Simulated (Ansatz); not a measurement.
C₃H₇FO, SMILES `CC(O)CF`. Charge 0, multiplicity 1. The structure was optimised at the PBE0-D4/def2-TZVP level. It is one conformer, not always the lowest.

```xyz
12

C     1.307    0.460   -0.231
C    -0.107   -0.028   -0.440
O    -0.901    1.082   -0.802
C    -0.651   -0.677    0.809
F    -1.958   -1.086    0.574
H     1.342    1.193    0.579
H     1.976   -0.368    0.014
H     1.670    0.941   -1.139
H    -0.122   -0.779   -1.245
H    -1.815    0.783   -0.844
H    -0.068   -1.559    1.089
H    -0.672    0.038    1.637
```

Problem. What is the dipole moment at B3LYP/def2-TZVPP? (Estimate.)

Solution. Computed: 1.52 D, with components (1.23, -0.79, 0.41) D in this frame, pointing from negative to positive charge.

Problem. And with PBE, r2SCAN, ωB97M-V? (An estimate is asked.)

Solution. Computed: PBE 1.37 D, r2SCAN 1.45 D, ωB97M-V 1.51 D.

Problem. Give the Mulliken charges with B3LYP, PBE, r2SCAN in def2-TZVPP. (Best estimate.)

Solution. Computed: 
```
atom  B3LYP    PBE  r2SCAN
  C1  -0.25  -0.25   -0.15
  C2   0.16   0.13    0.22
  O3  -0.35  -0.31   -0.37
  C4   0.06   0.03    0.13
  F5  -0.26  -0.22   -0.26
  H6   0.08   0.08    0.05
  H7   0.07   0.07    0.04
  H8   0.10   0.09    0.06
  H9   0.05   0.05    0.01
 H10   0.19   0.19    0.20
 H11   0.07   0.06    0.03
 H12   0.08   0.08    0.04
```

B3LYP here is the variant with VWN-RPA as its local correlation; programs differ in this.
